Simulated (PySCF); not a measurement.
Compound: ClH₄PSi.
Cartesian coordinates in Å at the PBE0-D3(BJ)/def2-SVP level; atoms count from 1:
```
atom  x, y, z in Å
P1    -0.1438   -1.2891   -1.8108
Si2   -2.2031   -0.8644   -0.9896
Cl3   -3.5008   -2.3119   -1.7043
H4     0.0764   -2.3724   -0.9045
H5     0.4491   -0.3223   -0.9360
H6    -2.6507    0.4661   -1.4904
H7    -2.2755   -0.8872    0.4993
```

The closed-shell ground state was solved at several levels (PySCF, density fitting, gas phase, non-relativistic).

```
             level  basis functions  total energy (Eh)  HOMO (eV)  LUMO (eV)  gap (eV)  dipole (D)
PBE0/6-311+G(2d,p)              129         -1093.1232      -7.91      -0.40      7.51        1.72
  wB97X-D/pcSseg-2              185         -1093.5474      -9.74       1.49     11.23        1.91
 mPW1PW91/pcSseg-2              185         -1093.6036      -7.94      -0.27      7.67        1.87
      PBE0/cc-pVTZ              158         -1093.1393      -7.87      -0.17      7.70        1.66
  PBE0/aug-cc-pVDZ              117         -1093.0975      -7.89      -0.42      7.47        1.74
  LC-wPBE/pcSseg-2              185         -1093.2366     -10.53       1.89     12.42        2.00
BHandHLYP/pcSseg-2              185         -1093.5476      -8.90       0.64      9.54        1.92
       PBE0/6-31G*               62         -1093.0263      -7.87      -0.16      7.71        2.17
```

Question: What might PBE0/def2-TZVP (135 basis functions) give for the same quantities?

Answer: Total energy -1093.1270 Eh, HOMO -7.87 eV, LUMO -0.20 eV, gap 7.67 eV, dipole 1.61 D.

Question: Over all these levels, which gives the widest orbital gap and which the narrowest?

Answer: LC-wPBE/pcSseg-2 (range-separated hybrid) has the widest, 12.42 eV, and PBE0/aug-cc-pVDZ (global hybrid, 25 % exact exchange) the narrowest, 7.47 eV. Functional and basis both differ between the two, so the spread mixes both effects.

Question: How much does the basis alone move the frontier levels among the 5 PBE0 rows (the withheld one included)?

Answer: The HOMO by 0.04 eV and the LUMO by 0.26 eV. By rising basis size (HOMO, LUMO in eV): 6-31G* -7.87, -0.16; aug-cc-pVDZ -7.89, -0.42; 6-311+G(2d,p) -7.91, -0.40; def2-TZVP -7.87, -0.20; cc-pVTZ -7.87, -0.17.

Question: How far do the dipole and the HOMO energy spread over the levels?

Answer: The dipole runs from 1.61 to 2.17 D (mean 1.84 D) and the HOMO from -10.53 to -7.87 eV.

One conformer stands for the species.

Note: wB97X-D ran without an empirical dispersion term, which enters the total energy and its gradient alone.
